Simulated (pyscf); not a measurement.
Structures and frequencies: ωB97X-D3(BJ)/def2-SVP in PySCF. Correlated levels are frozen-core, on RHF or UHF. ΔMP2 is the change of the MP2 total energy from the triple- to the quadruple-zeta basis.

Problem. For H₂B–AsH₂ + H₂O → AsH₃ + H₂B–OH, a four-centre exchange (singlet surface; As–B, H–O broken, As–H, B–O formed), PBE/def2-TZVP gives ΔE‡ = 0.7 kcal/mol and ΔE = -29.9 kcal/mol (zero: the separated reactants). In which direction and how far do r²SCAN/def2-TZVP, M06-2X/def2-TZVP, CCSD(T)/def2-TZVPP + ΔMP2(QZVPP) move these?

Solution. r²SCAN: ΔE‡ = 3.1 kcal/mol, ΔE = -30.4 kcal/mol; M06-2X: ΔE‡ = 6.6 kcal/mol, ΔE = -31.6 kcal/mol; CCSD(T): ΔE‡ = 11.2 kcal/mol, ΔE = -28.2 kcal/mol. PBE's barrier lies under all of them, by 2.4 to 10.5 kcal/mol. Its reaction energy lies among theirs. Low barriers are usual for a GGA, whose delocalisation error favours stretched bonds. On the reactant side the descent ends in an adduct with a B–O contact, 15.6 kcal/mol under the separated species and 24.3 kcal/mol under the saddle at ωB97X-D3(BJ)/def2-TZVP. What is counted as formed (B–O) is already present as a longer contact in the reactant adduct; forming that adduct is a step of its own. At ωB97X-D3(BJ) the barrier from the zero used here is 8.7 kcal/mol. This is the saddle that the search found; another between the same sides may lie lower. The CCSD(T) − MP2 part came from Ansatz, without density fitting, on the same reference. The frozen core leaves the outer d or s,p core shells of the metals and heavy elements correlated in the MP2 and CC values, and def2-TZVPP describes them poorly, which can shift differences by a few kcal/mol. Elements up to Kr have no core potential and no relativistic terms here.
